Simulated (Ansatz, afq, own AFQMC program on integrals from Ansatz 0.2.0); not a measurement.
AFQMC on a folder of integrals that Ansatz 0.2.0 wrote.

```yaml
crystal:
  periodic: [false, false, false]
  atoms:
    - {symbol: Si, position_ang: [0.000000, 0.281871, 1.710239]}
    - {symbol: Ge, position_ang: [0.000000, -0.128934, -0.648307]}
    - {symbol: H, position_ang: [0.000000, 1.437865, -0.932492]}
basis:
  gaussian: {orbitals: cc-pVDZ}
magnetization: {spin_polarized: true, initial_magnetization: 3}
correlation: {method: ccsd_t, electrons: outside_noble_gas, hamiltonian_folder: ham}
```

```sh
$ ansatz run in.yaml --threads 1 --pin off --events-out ev --progress --plain --max-ram 1382MiB
```

Options of the walk:

```
--method phaseless --trial hf --walkers 120 --populations 1 --least-time 40 --time-step 0.005 --steps-per-block 20 --equilibration-blocks 112 --max-blocks 600 --target-error 0.00108 --factor-cut 1e-05 --start spin_pure --seed 966 --taylor-order 6
```

Times are imaginary, in 1/Eh. The walk had a cap of 671 s. Filled inner d shells are frozen with the cores.

Output of the walk:

```
orbitals 31  electrons 6 3  factors 237 of 557
reference energy -2364.74923813 Eh
CCSD correlation -0.16583329 Eh in 13 cycles, weight of the determinant in the CISD state 0.8620
energy of the start -2364.749600 Eh
 block  time / (1/Eh)  mean weight  energy / Eh
     1     0.100  1.0002  -2364.772387
     2     0.200  1.0009  -2364.791195
     3     0.300  1.0005  -2364.804913
     4     0.400  1.0007  -2364.817391
     5     0.500  1.0008  -2364.827500
     7     0.700  1.0004  -2364.845750
     9     0.900  1.0003  -2364.854598
    18     1.800  1.0002  -2364.896723
    52     5.200  0.9997  -2364.910893
    86     8.600  1.0008  -2364.926744
   120    12.000  0.9998  -2364.922256
   154    15.400  0.9984  -2364.924409
   188    18.800  0.9998  -2364.905267
   222    22.200  1.0008  -2364.916925
   256    25.600  0.9988  -2364.931654
   290    29.000  1.0017  -2364.924580
   324    32.400  1.0007  -2364.924046
   358    35.800  0.9992  -2364.915185
   392    39.200  0.9987  -2364.923151
   409    40.900  0.9993  -2364.898947
   426    42.600  1.0020  -2364.921195
   460    46.000  0.9998  -2364.934331
   494    49.400  1.0011  -2364.923401
   528    52.800  0.9991  -2364.917801
   562    56.200  1.0007  -2364.917965
   596    59.600  1.0009  -2364.932867
   630    63.000  1.0001  -2364.931592
   647    64.700  0.9980  -2364.948342
   664    66.400  0.9989  -2364.924821
   698    69.800  1.0006  -2364.925969
blocks merged  error / Eh  count
     1  0.000434  600
     2  0.000581  300
     4  0.000773  150
     8  0.000999  75
    16  0.001181  37
    32  0.001413  18
    64  0.001456  9
energy -2364.922595 +/- 0.001413 Eh
(rows thinned)
```

The run passed its tests (sampling time, drift between the halves within three errors, error under three times the target), which doesn't prove that it has relaxed.

Against this walk (error 38.4 meV) on the same determinant: CCSD(T) 25.0 meV higher (within the noise), CCSDT(Q) 31.9 meV lower (within the noise), a separate phaseless walk with a CISD trial and standard settings 2.4 ± 41.3 meV higher (within the noise). The error is statistical and leaves out the bias of the constraint.

Cautions: constraint bias not in the error; error above the target (38.4 against 29.4 meV); no relativity below Rb; no spin-orbit coupling; inner d shell frozen; lower spins were not checked.

The walk took 2.6 min on 1 thread of Arm Neoverse V2, on a shared host. The log's last line is the phaseless energy.

CCSDT and higher add their correlation energy to the determinant of the CCSD(T) run, since their own runs factorise the integrals more tightly (a shift of under 2 meV). A walk keeps the symmetry of its determinant, which the program's search chose and which needn't be the lowest solution, so a lower state of the same spin and another symmetry isn't excluded.
